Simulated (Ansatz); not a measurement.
Geometry optimisation, RKS PBE0/def2-SVP in Ansatz 0.2.0.

Input file:

```yaml
crystal:
  periodic: [false, false, false]
  atoms:
    - { symbol: B, position_ang: [-0.933214, 0.0, 0.266307] }
    - { symbol: H, position_ang: [1.213263, 0.0, 1.309] }
    - { symbol: Cl, position_ang: [2.136425, 0.0, 0.346569] }
    - { symbol: Cl, position_ang: [-1.460474, 0.0, -1.369876] }
basis:
  gaussian: { orbitals: def2-SVP }
hamiltonian:
  xc: pbe0
relax:
  f_tol: 0.03
  max_steps: 50
output:
  orbitals: {}
```

Launched with:

```bash
$ ansatz run input.yaml --threads 1 --pin off --max-ram 2048MiB --backend cpu --events-out ev --progress --plain --runs-dir out
```

Task: Where does it end, and by what steps?

Result: The run converged. The force dipped under the threshold on the way, but the program's further checks kept it going. After 18 steps the energy has fallen by 0.131 eV; Cl3 moved furthest, 0.92 Å.

```tsv
step	energy less start (eV)	largest force component (eV/Å)	accepted
0	0.0000	0.880	yes
1	-0.0049	1.320	yes
2	-0.0450	0.752	yes
3	-0.0694	0.750	yes
4	-0.0883	0.611	yes
5	-0.1043	0.152	yes
6	-0.1067	0.038	yes
7	-0.1084	0.039	yes
8	-0.1074	0.451	no
9	-0.1114	0.097	yes
10	-0.1117	0.251	yes
11	-0.1154	0.139	yes
12	-0.1129	0.599	no
13	-0.1210	0.086	yes
14	-0.1260	0.035	yes
15	-0.1142	0.619	no
16	-0.1289	0.021	yes
17	-0.1290	0.203	yes
18	-0.1308	0.003	yes
```

```xyz
4
Properties=species:S:1:pos:R:3
B -0.641 0.000 -0.265
H 1.278 0.000 0.656
Cl 2.473 0.000 1.199
Cl -2.154 0.000 -1.037
```

Run time: 25 s on 1 thread of Arm Neoverse V1 (shared host), peak memory 0.1 GiB.
